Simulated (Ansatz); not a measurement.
# C2Cl3N: the cost of one run

Program: Ansatz 0.2.0. Level of theory: the levels named in each step. These are calculated values, not measurements.

**1. The structure to begin with**

Bond lengths: N1–C2 1.141 Å, C2–C3 1.441 Å, C3–Cl4 1.785 Å, C3–Cl5 1.784 Å, C3–Cl6 1.784 Å. Angles: N1–C2–C3 179.7°, C2–C3–Cl4 108.9°, C2–C3–Cl5 109.0°, C2–C3–Cl6 109.2°, Cl4–C3–Cl5 109.9°, Cl4–C3–Cl6 109.9°, Cl5–C3–Cl6 109.9°.

Structure file:

```xyz
6

N     2.6385   -0.0779    0.0262
C     1.4979   -0.0481    0.0131
C     0.0578   -0.0038   -0.0003
Cl   -0.4644    1.6565   -0.3958
Cl   -0.5517   -0.4658    1.6109
Cl   -0.5533   -1.1416   -1.2305
```

**2. A rough first relaxation, PBE-D4/def2-SVP**

This run stands in another session on the same molecule. It ended at:

```xyz
6

N     2.6753   -0.0822    0.0248
C     1.5045   -0.0480    0.0131
C     0.0427   -0.0016    0.0002
Cl   -0.4761    1.6698   -0.3983
Cl   -0.5624   -0.4684    1.6238
Cl   -0.5591   -1.1502   -1.2401
```

**3. Relaxation, HF/STO-3G**

The input, input.yaml:

```yaml
crystal:
  periodic: [false, false, false]
  atoms:
    - { symbol: "N", position_ang: [2.67525375, -0.08215409, 0.02477951] }
    - { symbol: C, position_ang: [1.50450724, -0.04800869, 0.0130685] }
    - { symbol: C, position_ang: [0.04265841, -0.00156862, 0.00024553] }
    - { symbol: Cl, position_ang: [-0.47611652, 1.66975657, -0.39826987] }
    - { symbol: Cl, position_ang: [-0.56238827, -0.46842461, 1.6238187] }
    - { symbol: Cl, position_ang: [-0.5590946, -1.15022056, -1.24010238] }
basis:
  gaussian: { orbitals: STO-3G }
hamiltonian:
  xc: hf
relax:
  f_tol: 0.002
  max_steps: 150
```

The run is started by

```console
$ ansatz run input.yaml --threads 4 --pin off --max-ram 10240MiB --backend cpu --events-out ev --progress --plain --runs-dir out
```

What time and memory should one allow on 4 threads of Intel Xeon Platinum 8488C (Sapphire Rapids), shared host?

About 1.7 s, with a peak of 0.12 GiB.
